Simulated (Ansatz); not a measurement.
```xyz
6

N     1.7530   -1.6597    0.0201
C     0.9174   -0.8673    0.0115
Si   -0.4254    0.4027   -0.0049
H    -1.4892   -0.0634    0.9106
H    -0.9189    0.5094   -1.3949
H     0.1631    1.6782    0.4576
```

The species carries charge 0 and has multiplicity 1.

**Question.** List the ωB97M-V/def2-TZVPP orbital energies in eV (the Gaussian-basis code of Ansatz). (Best estimate.)

**Answer.** Computed: Occupied: -1808.17, -395.13, -282.24, -149.25, -103.39, -103.33, -103.33, -28.29, -19.93, -15.46, -13.54, -13.54, -12.99, -12.15, -12.15. Lowest empty: 1.45, 1.45, 1.68, 2.72, 3.53, 3.53, 4.38, 5.70.
